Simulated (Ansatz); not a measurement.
# Al2 (triplet): wave-function methods side by side, def2-TZVPP

One table from this session's results is given with a row withheld; the runs are named, their logs left out.

The runs use Ansatz 0.2.0, Gaussian basis; def2-TZVPP, core rule «outside noble gas», up to 10 orbitals frozen.

To be run: UHF; ROHF; CCSD(T) on UHF.

2 further runs of the same task are left out: 2 set aside as unsound or not needed.

## What is computed

The geometry is a PBE0/def2-TZVP stationary point (not a proven minimum) of the parent state, kept for this charge and spin.

2 atoms, charge 0, spin multiplicity 3.

Atoms are counted from 1 here; the program's logs count them from 0.

No contacts short enough for the rule that draws bonds.

Set-up of the first run:

The input, in.yaml:

```yaml
crystal:
  periodic: [false, false, false]
  atoms:
    - {symbol: Al, position_ang: [0.000000, 0.000000, 0.000000]}
    - {symbol: Al, position_ang: [0.000000, 0.000000, 3.031047]}
basis:
  gaussian: {orbitals: def2-TZVPP}
magnetization: {spin_polarized: true, initial_magnetization: 2}
hamiltonian: {xc: hf}
output: {orbitals: {seedname: orbitals}}
```

Started as:

```console
ansatz run in.yaml --threads 1 --pin off --events-out ev --progress --plain --max-ram 4096MiB --backend cpu
```

Among the steps run: UHF; ROHF; CCSD(T) on UHF.

One table of the session follows, with a row left open; its other results are not shown here.

| method | from UCCSD(T) (kJ/mol) |
| --- | --- |
| ROHF | +338.3 |
| UHF | +324.5 |
| UMP2 | +90.2 |
| UCCSD | ? |
| UCCSD(T) | 0 |

Q: Estimate the row for UCCSD from the others.

As computed: from UCCSD(T) (kJ/mol): +16.5. In the column «from UCCSD(T) (kJ/mol)» it lies between UCCSD(T) (0) and UMP2 (+90.2).
